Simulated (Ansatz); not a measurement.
PCO, doublet: reading a ladder of total energies

Geometry: displaced at random from a stationary point.

```xyz
3

O    -0.0154   -0.0090    1.3447
C    -0.0163   -0.0252    0.1769
P     0.0317    0.0342   -1.5216
```

Basis cc-pVDZ; Ansatz 0.2.0. Only valence electrons are correlated (noble-gas cores frozen), which leaves 15 electrons in 39 orbitals. Prefix R: restricted or restricted open-shell reference; prefix U: unrestricted.

Full CI isn't at hand for all of this; UCCSDT(Q) serves as the reference, and is uncertain by about the last step of the cluster series.

Runs differ by some tens of microhartree through their thresholds and, for an open shell, their frozen cores, so steps under 0.03 kcal/mol mean nothing.

```
    level  total energy (hartree)
      UHF             -453.436331
     UMP2             -453.832446
    UCCSD             -453.848085
 UCCSD(T)             -453.866962
   UCCSDT             -453.868220
UCCSDT(Q)             -453.870337
```

Problem. What is the correlation energy at UCCSDT(Q), and what share of it do UMP2 and UCCSDT recover?

Solution. E(corr) = -453.870337 − (-453.436331) = -0.434006 hartree = -11.810 eV. UMP2: -0.396115 / -0.434006 = 91.27 %. UCCSDT: -0.431889 / -0.434006 = 99.51 %.

Problem. By how many kcal/mol does UCCSD(T) miss UCCSDT(Q) (1 hartree = 627.509 kcal/mol), and which steps make up the rest?

Solution. -453.866962 − (-453.870337) = 0.003375 hartree = 2.12 kcal/mol. Steps: UCCSDT − UCCSD(T) = -0.79, UCCSDT(Q) − UCCSDT = -1.33 kcal/mol. Differences between like states or geometries often cancel part of this.
